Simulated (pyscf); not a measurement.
A first-order saddle from PySCF, ωB97X-D3(BJ)/def2-SVP:

```xyz
10

O     -0.5687    -0.6993     1.3856
Si    -0.7600     0.0498    -0.0672
O     -0.1650    -0.4882    -1.5120
O     -2.3984    -0.1320    -0.3248
H     -1.3653    -1.1909     1.6211
H     -0.9692     1.7153     0.0738
H      0.7887    -0.3800    -1.6026
H     -2.6496    -0.2034    -1.2520
F      0.9460     0.9120     0.2427
H      0.0010     1.6446     0.2006
```
Charge 0, spin multiplicity 1.

Surface: singlet, charge 0. Lowest wavenumbers (cm⁻¹): 1008i, 182, 209, 289, 349.

Question: Name the species on either side of this saddle.

Answer: HO–SiH(OH)–OH (SMILES O[SiH](O)O) + HF (SMILES F) ⇌ HO–Si(OH)(OH)–F (SMILES O[Si](O)(O)F) + H₂ (SMILES [H][H]), a four-centre exchange read from left to right: H–Si, F–H broken and F–Si, H–H formed. At ωB97M-D3(BJ)/def2-TZVP it lies +99.5 kJ/mol from the left side and +241.4 kJ/mol from the right (each side as separated species at their lowest minima found). On the reactant side the descent ends in a complex, 18.3 kJ/mol under the separated species and 120.4 kJ/mol under the saddle at ωB97X-D3(BJ)/def2-TZVP. One saddle was located; it need not be the lowest between these sides.
